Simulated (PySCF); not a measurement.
Ionisation energy of F by level of theory

F [He] 2s2 2p5 (2P) → F+ [He] 2s2 2p4 (3P), as a difference of total energies. Computed with PySCF 2.14 in cc-pVDZ-DK (3s2p1d, 14 functions), with scalar relativity by spin-free X2C-1e. Correlated levels: valence: 1s2 frozen. The calculations carry no spin-orbit coupling.

```json
{"method": "UHF", "ionisation energy (eV)": "15.624", "error (eV)": "-1.803"}
{"method": "LDA", "ionisation energy (eV)": "17.597", "error (eV)": "+0.170"}
{"method": "MN15", "ionisation energy (eV)": "17.318", "error (eV)": "-0.109"}
{"method": "MP2 (valence)", "ionisation energy (eV)": "16.771", "error (eV)": "-0.656"}
{"method": "SCS-MP2 (valence)", "ionisation energy (eV)": "16.730", "error (eV)": "-0.697"}
{"method": "CCSD (valence)", "ionisation energy (eV)": "16.690", "error (eV)": "-0.737"}
{"method": "CCSD(T) (valence)", "ionisation energy (eV)": "16.693", "error (eV)": "-0.734"}
```

Reference: 17.427 eV (measured; NIST levels, between the centres of gravity of the two terms).

Errors of the correlated levels include the incompleteness of this basis and the frozen core.
